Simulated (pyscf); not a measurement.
F–GeH: [singlet] + NH₃ → H₂N–GeH₂–F, an insertion (singlet surface; H–N broken, Ge–N, Ge–H formed). Single points on ωB97X-D3(BJ)/def2-SVP structures (PySCF, gas phase). MP2 and CC: frozen core, UHF for open shells. ΔMP2 is the change of the MP2 total energy from the triple- to the quadruple-zeta basis. Energies in kcal/mol from the separated reactants.

Small-basis levels: PySCF, no dispersion term, spherical d functions. 

Problem. Quick B3LYP/LANL2DZ single points give ΔE‡ = 21.8 kcal/mol and ΔE = -36.0 kcal/mol. What does CCSD(T)/def2-TZVPP + ΔMP2(QZVPP) give, and how far is the quick result from it?

Solution. CCSD(T)/def2-TZVPP + ΔMP2(QZVPP) gives ΔE‡ = 29.3 kcal/mol and ΔE = -33.6 kcal/mol. B3LYP/LANL2DZ lies 7.4 kcal/mol under it in the barrier and 2.5 kcal/mol under it in the reaction energy, so on this step it does not hold to within 3.0 kcal/mol. CCSD(T)/def2-TZVPP + ΔMP2(QZVPP) has limits of its own. On the reactant side the descent ends in an adduct with a Ge–N contact, 25.1 kcal/mol under the separated species and 54.5 kcal/mol under the saddle at ωB97X-D3(BJ)/def2-TZVP. What is counted as formed (Ge–N) is already present as a longer contact in the reactant adduct; forming that adduct is a step of its own. The same reactants have a lower exit, to H₂N–GeH: [singlet] + HF (highest point, the separated products, at +7.7 kcal/mol at ωB97M-D3(BJ), against +32.1 kcal/mol here). This is the saddle that the search found; another between the same sides may lie lower. The CCSD(T) − MP2 part came from Ansatz, without density fitting, on the same reference. The frozen core leaves the outer d or s,p core shells of the metals and heavy elements correlated in the MP2 and CC values, and def2-TZVPP describes them poorly, which can shift differences by a few kcal/mol. In the def2 sets elements up to Kr have no core potential.
